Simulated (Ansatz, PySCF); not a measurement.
This Ansatz (an electronic-structure program) input computes a CCSD(T)/cc-pVDZ energy:

Ansatz 0.2 input:
```yaml
crystal:
  periodic: [false, false, false]
  atoms:
    - {symbol: O, position_ang: [0.00099809, 0.01389308, 1.14711140]}
    - {symbol: C, position_ang: [0.00924645, 1.12452499, 0.24677396]}
    - {symbol: C, position_ang: [-0.00831003, -1.06235820, 0.31731738]}
    - {symbol: C, position_ang: [0.00561935, 0.80061591, -1.07178213]}
    - {symbol: C, position_ang: [-0.00608590, -0.66131746, -0.98413576]}
    - {symbol: H, position_ang: [0.01719716, 2.05952955, 0.79186404]}
    - {symbol: H, position_ang: [-0.01570943, -2.02795876, 0.80476096]}
    - {symbol: H, position_ang: [-0.01229172, -1.35150690, -1.82255693]}
basis:
  gaussian:
    orbitals: cc-pVDZ
total_charge: -1
magnetization: {spin_polarized: false}
correlation: {method: ccsd_t, electrons: outside_noble_gas}
```

Question: Write an input for the same energy in PySCF and say what it gives.

Answer: 
```python
from pyscf import gto, scf, mp, cc as ccmod

mol = gto.M(
    atom='''
    O     0.00099809    0.01389308    1.14711140
    C     0.00924645    1.12452499    0.24677396
    C    -0.00831003   -1.06235820    0.31731738
    C     0.00561935    0.80061591   -1.07178213
    C    -0.00608590   -0.66131746   -0.98413576
    H     0.01719716    2.05952955    0.79186404
    H    -0.01570943   -2.02795876    0.80476096
    H    -0.01229172   -1.35150690   -1.82255693
    ''',
    basis='cc-pvdz',
    charge=-1,
    spin=0,
    verbose=4,
)

mf = scf.RHF(mol)
mf.conv_tol = 1e-10
mf.max_cycle = 100
mf.kernel()
mp2 = mp.MP2(mf, frozen=5).run()
cc = ccmod.CCSD(mf, frozen=5)
cc.max_cycle = 100
cc.kernel()
et = cc.ccsd_t()
print(f'E(CCSD(T)) = {cc.e_tot + et:.9f}')
```
It gives -228.74530 Eh, and Ansatz -228.74530 Eh, a difference of 0.00 mEh.

It need not be the lowest isomer of its formula. Whether it binds its extra electron was not tested at this geometry.
